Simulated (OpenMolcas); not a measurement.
**CH3NO (formaldoxime): a line through the functionals**

CH3NO has 6 atoms, charge 0, and is taken as a singlet. SMILES: `C=NO`. Geometry: relaxed at PBE0-D4/def2-TZVP. This is one conformer, not always the lowest.

The HOMO–LUMO gap y, in eV, basis def2-TZVP; a is the functional's share of exact exchange. Programs: OpenMolcas 26.06.

| functional | program | a | y (eV) |
| --- | --- | --- | --- |
| TPSS | OpenMolcas | 0 | 5.31 |
| PBE | OpenMolcas | 0 | 5.11 |
| B3LYP | OpenMolcas | 0.2 | ? |
| PBE0 | OpenMolcas | 0.25 | 7.58 |
| BHLYP | OpenMolcas | 0.5 | 9.99 |

Fit y = c + s·a to the known rows and predict B3LYP.


1. Means of the 4 rows: a = 0.1875, y = 6.998.
2. Σ(Δa)² = 0.17188, Σ(Δa·Δy) = 1.6419, so the slope is 1.6419/0.17188 = 9.5526.
3. Intercept: 6.998 − (9.5526) × 0.1875 = 5.207. The largest residual of the fit is 0.10.
4. B3LYP: 5.207 + (9.5526) × 0.2 = 7.12 eV.

The run gave 7.05 eV, so the prediction is off by +0.07 eV, within the scatter of the fit. Exact exchange lowers occupied levels and raises empty ones. The rows mix families of semi-local functionals, which the line can't see.
